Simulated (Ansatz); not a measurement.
A displaced shape of singlet LiH₂O(+):

```xyz
4

Li    0.0398   -0.0278   -1.5007
O    -0.0385    0.0300    0.3175
H     0.0326    0.7901    0.8875
H    -0.0280   -0.8049    0.8990
```

It was optimised with PBE0/def2-SVP in Ansatz (development build ahead of 0.2.0) to forces under 0.001 eV/Å, with restricted orbitals. Each step stands on the lowest determinant of that kind that the program's search found.

(1) What shape does it relax to, and how does the optimisation go?

## Answers

(1)

```yaml
atoms:
  - { symbol: Li, position_ang: [0.0292, -0.0206, -1.5068] }
  - { symbol: O, position_ang: [-0.0011, -0.0015, 0.3102] }
  - { symbol: H, position_ang: [0.0168, 0.7725, 0.8925] }
  - { symbol: H, position_ang: [-0.0389, -0.7631, 0.9075] }
```

Bond lengths: Li1–O2 1.817 Å, O2–H3 0.969 Å, O2–H4 0.969 Å. Angles: Li1–O2–H3 127.5°, Li1–O2–H4 127.5°, H3–O2–H4 105.0°.

```csv
step,E − E(start) (eV),largest force (eV/Å)
1,0.0000,2.5207
2,-0.0660,0.6953
3,-0.0725,0.2521
4,-0.0750,0.0712
5,-0.0753,0.0325
6,-0.0754,0.0140
7,-0.0754,0.0264
8,-0.0755,0.0276
9,-0.0755,0.0154
10,-0.0755,0.0063
11,-0.0755,0.0014
12,-0.0755,0.0007
```

The optimisation ended after 12 steps with its threshold met.
